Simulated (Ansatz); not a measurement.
**CH3Al (SMILES C[Al]) at PBE-QIDH/cc-pVTZ**

What is the vertical singlet–triplet gap of CH3Al at PBE-QIDH/cc-pVTZ? 

The calculation is run with Ansatz 0.2.0.

68 further runs of the same task are left out: 68 set aside as unsound or not needed.

## (1) The system as given

CH3Al has 5 atoms, charge 0, and is taken as a singlet. SMILES: `C[Al]`. The coordinates come from a PBE0-D4/def2-TZVP relaxation.

Bond lengths: C1–Al2 1.988 Å, C1–H3 1.098 Å, C1–H4 1.098 Å, C1–H5 1.098 Å. Angles: Al2–C1–H3 111.8°, Al2–C1–H4 111.8°, Al2–C1–H5 111.8°, H3–C1–H4 107.1°, H3–C1–H5 107.1°, H4–C1–H5 107.1°.

## (2) A single-point energy at PBE-QIDH/cc-pVTZ

in.yaml

```yaml
crystal:
  periodic: [false, false, false]
  atoms:
    - {symbol: C, position_ang: [-0.131220, -0.057510, 0.054000]}
    - {symbol: Al, position_ang: [1.572690, 0.689240, -0.647230]}
    - {symbol: H, position_ang: [-0.230740, -1.127460, -0.171770]}
    - {symbol: H, position_ang: [-0.205100, 0.049890, 1.144270]}
    - {symbol: H, position_ang: [-1.005630, 0.445840, -0.379270]}
basis:
  gaussian:
    orbitals: cc-pVTZ
hamiltonian:
  xc: {name: PBE-QIDH}
correlation:
  frozen_orbitals: {Al: 5, C: 1, H: 0}
accuracy: high
output: {orbitals: {seedname: orbitals}}
```

Command:

```
$ ansatz run in.yaml --threads 1 --pin off --max-ram 3480MiB --events-out events.jsonl --progress --plain --runs-dir runs
```

The log of the run:

```text
Warning: RAYON_NUM_THREADS=1 ignored (pool sized by the plan → 1); use --threads N
Functional definition: PBE-QIDH
  name "PBE-QIDH"
  parameter a = 3^(-1/3)
  parameter c = 1/3
  exchange = (1 - a)*pbe_x + a*exact_x
  correlation = (1 - c)*pbe_c + c*(mp2_os + mp2_ss)
1819 factors; integrals over basis functions are off by at most 3.2e-9 eV
mean field evaluation 1: about -7669.3941 eV, gradient 3.7e1 eV
mean field evaluation 2: about -7669.3951 eV, gradient 3.7e1 eV
mean field evaluation 4: about -7672.8905 eV, gradient 1.6e0 eV
mean field evaluation 8: about -7672.9061 eV, gradient 4.7e-2 eV
mean field evaluation 16: about -7672.9061 eV, gradient 1.0e-5 eV
mean field -7672.90614870 eV, -281.9741000820 hartree, gradient 4.6e-8 eV, S^2 0.000000; 0 other end points of the search recorded, 0 dependent functions left out
6 core orbitals not correlated: weight in the atoms' cores, before any rotation towards them, 1.000 or more for the frozen orbitals, at most 0.000 for the correlated occupied ones
reference -7672.90614956 eV, -281.9741001138 hartree; 5, 5 occupied and 95, 95 virtual orbitals, 1819 factors
second order -7.41401694 eV of doubles, -0.00000000 eV of singles
Total energy: -7675.37748854 eV, -282.0649201462 hartree
```

It took 3.9 s on 1 thread of Intel Xeon 6975P-C (Granite Rapids), shared host; peak memory 0.28 GiB.

## (3) The triplet at the same level

molecule.yaml

```yaml
crystal:
  periodic: [false, false, false]
  atoms:
    - {symbol: C, position_ang: [-0.131220, -0.057510, 0.054000]}
    - {symbol: Al, position_ang: [1.572690, 0.689240, -0.647230]}
    - {symbol: H, position_ang: [-0.230740, -1.127460, -0.171770]}
    - {symbol: H, position_ang: [-0.205100, 0.049890, 1.144270]}
    - {symbol: H, position_ang: [-1.005630, 0.445840, -0.379270]}
basis:
  gaussian:
    orbitals: cc-pVTZ
magnetization:
  spin_polarized: true
  initial_magnetization: 2
hamiltonian:
  xc: {name: PBE-QIDH}
correlation:
  frozen_orbitals: {Al: 5, C: 1, H: 0}
accuracy: high
output:
  orbitals: {seedname: orbitals}
```

Command:

```
$ ansatz run molecule.yaml --threads 1 --pin off --max-ram 3480MiB --events-out events.jsonl --progress --plain --runs-dir runs
```

The log of the run, shortened:

```text
Warning: RAYON_NUM_THREADS=1 ignored (pool sized by the plan → 1); use --threads N
Functional definition: PBE-QIDH
  name "PBE-QIDH"
[...]
1819 factors; integrals over basis functions are off by at most 3.2e-9 eV
[...]
mean field -7671.23832375 eV, -281.9128086455 hartree, gradient 1.4e-8 eV, S^2 2.006138; 4 other end points of the search recorded, 0 dependent functions left out
6 core orbitals not correlated: weight in the atoms' cores, before any rotation towards them, 1.000 or more for the frozen orbitals, at most 0.000 for the correlated occupied ones
reference -7671.23832477 eV, -281.9128086832 hartree; 6, 4 occupied and 94, 96 virtual orbitals, 1819 factors
second order -6.75289422 eV of doubles, -0.00000000 eV of singles
Total energy: -7673.48928951 eV, -281.9955301116 hartree
```

Run time: 51 s. Hardware: 1 thread of Intel Xeon 6975P-C (Granite Rapids), shared host; peak memory 0.4 GiB.

## (4) Outcome

Level: PBE-QIDH/cc-pVTZ, 6 core orbitals frozen.

| quantity | value |
| --- | --- |
| singlet: total energy | -282.06492 Eh |
| singlet: HOMO energy (SCF part's orbitals) | -6.96 eV |
| singlet: LUMO energy (SCF part's orbitals) | 0.06 eV |
| singlet: HOMO–LUMO gap (SCF part's orbitals) | 7.03 eV |
| triplet: total energy | -281.99553 Eh |
| triplet: HOMO energy (SCF part's orbitals) (highest over α and β) | -5.21 eV |
| triplet: LUMO energy (SCF part's orbitals) (lowest over α and β) | -1.39 eV |
| triplet: ⟨S²⟩ | 2.006 |
| vertical energy of the triplet above the singlet | 1.888 eV |

At this shape the triplet lies 1.89 eV (44 kcal/mol) above the singlet.
